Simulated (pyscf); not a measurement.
This saddle point was located with ωB97X-D3(BJ)/def2-SVP in PySCF.

```xyz
8

O      0.9252     0.0386     0.0375
Mo    -0.7004    -0.4192    -0.4869
O     -0.4931    -1.8009    -1.3520
F     -2.2539     0.3073    -1.1904
F     -1.4889    -0.8666     1.1084
O      0.0505     1.1784    -1.5889
H      0.9706     0.8643    -0.8280
H     -0.1600     1.4838    -2.4786
```
Charge 0, spin multiplicity 1.

Surface: singlet, charge 0. Lowest wavenumbers (cm⁻¹): 1495i, 76, 123, 223, 238.

**Question.** Which two sides does it connect, and which bonds change?

**Answer.** `[O]=[Mo](=[O])([F])[F]` + `[OH2]` ⇌ `[O]=[Mo]([OH])([OH])([F])[F]`, an addition across a multiple bond or ene-type step read from left to right: H–O broken and H–O, Mo–O formed. At ωB97M-D3(BJ)/def2-TZVP it lies +0.75 eV from the left side and +0.95 eV from the right (each side as separated species at their lowest minima found). On the reactant side the descent ends in an adduct with a Mo–O contact (not fully relaxed), 0.61 eV under the separated species and 1.30 eV under the saddle at ωB97X-D3(BJ)/def2-TZVP. What is counted as formed (Mo–O) is already present as a longer contact in the reactant adduct; forming that adduct is a step of its own. This is the saddle that the search found; another between the same sides may lie lower. Elements past Kr carry the def2 core potentials, without spin-orbit coupling.
